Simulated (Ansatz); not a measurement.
A calculation with Ansatz (development build ahead of 0.2.0).

```yaml
crystal:
  periodic: [false, false, false]
  atoms:
    - { symbol: C, position_ang: [0.0, 0.0, 0.0] }
    - { symbol: O, position_ang: [0.0, 0.0, 1.74] }
    - { symbol: O, position_ang: [0.0, 0.0, -1.74] }
basis:
  gaussian: { orbitals: pcseg-2 }
magnetization:
  spin_polarized: true
hamiltonian:
  xc: pbe
```

The input is written out in the form of the current development build from the run's settings.

Results

```
Converged                       : yes
Total energy                    : -188.08911 hartree
Spin squared of the determinant : 0.000
Stability test                  : minimum
```
